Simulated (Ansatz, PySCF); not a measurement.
chloromethane (CH3Cl), SMILES CCl. Atoms are numbered in the order given.

```xyz
5

C      0.0000     0.0000    -1.1338
Cl     0.0000     0.0000     0.6606
H      0.8925     0.5153    -1.4756
H      0.0000    -1.0306    -1.4756
H     -0.8925     0.5153    -1.4756
```
Charge 0, spin multiplicity 1.

Coordinates come from a B3LYP-D3(BJ)/def2-TZVP optimisation.

Vertical ionisation energy (IE) and electron affinity (EA) in eV. Rows of orbital energies are one-electron estimates. Where ΔSCF, EOM or ADC give a negative EA the extra electron is unbound and the value depends on the basis.

| level | IE | EA |
|---|---|---|
| −ε(HOMO), −ε(LUMO), M06-2X/def2-TZVPD (PySCF) | (withheld) | (withheld) |
| −ε(HOMO), −ε(LUMO), ωB97X/def2-TZVPD (PySCF) | 10.98 | -1.96 |
| −ε(HOMO), −ε(LUMO), PBE/def2-TZVPD (PySCF) | 7.09 | 0.79 |
| ADC(2)/aug-cc-pVDZ (PySCF) | 10.75 | -0.67 |
| ΔSCF, CAM-B3LYP/def2-TZVPD (Ansatz), final states of multiplicity 2 and 2 | 11.34 | -1.39 |
| ΔSCF, PBE/def2-TZVPD (Ansatz), final states of multiplicity 2 and 2 | 11.12 | -1.19 |

Q: Fill in the missing entries. (Estimate from the structure and the level; the computed values follow.)

A: 
- −ε(HOMO), −ε(LUMO), M06-2X/def2-TZVPD (PySCF), IE: 9.86
- −ε(HOMO), −ε(LUMO), M06-2X/def2-TZVPD (PySCF), EA: -0.40

Q: What vertical singlet–triplet gap does ΔSCF give with CAM-B3LYP/def2-TZVPD (Ansatz, a program for electronic structure) and with PBE/def2-TZVPD (Ansatz)? (An estimate is asked for; the answer gives what the named calculation found.)

A: 6.55 and 6.24 eV (triplet above singlet where positive).

Q: Beyond the first one, list the lowest photoelectron lines from ADC(2)/aug-cc-pVDZ (PySCF) with their pole strengths (two spins summed). (The exact figures need the calculation; the answer reports its results.)

A: 13.89 eV (1.81), 15.33 eV (1.80), 15.33 eV (1.80), 22.11 eV (1.70).
